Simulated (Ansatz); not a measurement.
Cost and result up the ladder for Si3 (the lowest singlet isomer of a short search) (3 atoms). Total charge 0; singlet. Geometry: PBE-D4/def2-TZVP.

```xyz
3

Si    0.4922   -0.8662    0.4722
Si   -0.3971    1.0487    1.0506
Si   -0.0952   -0.1824   -1.5227
```

Ansatz on 2 threads of Arm Neoverse V2 on a shared host. Times are rough, summed over both states, and most runs start from the orbitals of an earlier one. ωB97X-V/def2-TZVP serves as the yardstick here, not as an exact answer. Differences are given only for rows in sets of like size (and for xTB, whose basis is part of the method), since another set adds its own error. The other state is a triplet at its own geometry, which has other bonds, so the gap mixes isomer and spin.

B3LYP takes the VWN-RPA correlation. HSE06 is defined as in plane-wave codes, on full-range PBE exchange. Correlated methods freeze 15 core orbitals. The structure comes from a short search, and lower isomers may exist.

Run but left out: HF/STO-3G (singlet: restricted singlet, unstable in another Hartree–Fock run and untested here); HF/def2-TZVP, HF/def2-TZVPP, HF/def2-QZVPP, B2PLYP/def2-TZVP, PBE-QIDH/def2-TZVP (singlet: restricted singlet, unstable towards broken spin symmetry).

Correlated methods converge slowly with the basis (MP2 moves by 0.01 eV from def2-TZVP to def2-QZVPP here).

```csv
level,functions,wall time
MP2/def2-TZVP,111,1.8 s
revPBE-D4/def2-TZVP,111,2 s
PBE-D4/def2-TZVP (with forces),111,2.2 s
B3LYP-D4/def2-TZVP,111,2.8 s
HSE06-D4/def2-TZVP,111,2.9 s
BHLYP-D4/def2-TZVP,111,3.2 s
RPA@PBE/def2-TZVP,111,3.7 s
CAM-B3LYP-D4/def2-TZVP,111,4.4 s
PBE0-D4/def2-TZVP (with forces),111,4.9 s
r2SCAN-D4/def2-TZVP,111,5.8 s
r2SCAN0-D4/def2-TZVP,111,6.8 s
CCSD(T)/def2-TZVPP,126,8.9 s
MP2/def2-QZVPP,210,9.2 s
ωB97X-V/def2-TZVP,111,11 s
```

Question: Estimate what each level gives for the triplet − singlet (eV).

Answer: 
| level | triplet − singlet (eV) | difference from ωB97X-V/def2-TZVP (eV) | remarks |
| --- | --- | --- | --- |
| MP2/def2-TZVP | 0.03 | 0.20 | restricted SCF unstable (singlet) |
| revPBE-D4/def2-TZVP | -0.11 | 0.06 | – |
| PBE-D4/def2-TZVP (with forces) | -0.12 | 0.05 | – |
| B3LYP-D4/def2-TZVP | -0.05 | 0.11 | – |
| HSE06-D4/def2-TZVP | -0.20 | -0.04 | – |
| BHLYP-D4/def2-TZVP | -0.16 | 0.01 | – |
| RPA@PBE/def2-TZVP | 0.05 | 0.21 | – |
| CAM-B3LYP-D4/def2-TZVP | -0.15 | 0.02 | – |
| PBE0-D4/def2-TZVP (with forces) | -0.21 | -0.05 | – |
| r2SCAN-D4/def2-TZVP | -0.25 | -0.09 | – |
| r2SCAN0-D4/def2-TZVP | -0.32 | -0.16 | – |
| CCSD(T)/def2-TZVPP | 0.00 | 0.17 | large T1 (0.031) (singlet), restricted SCF unstable (singlet) |
| MP2/def2-QZVPP | 0.05 | – | restricted SCF unstable (singlet) |
| ωB97X-V/def2-TZVP | -0.16 | 0.00 | – |
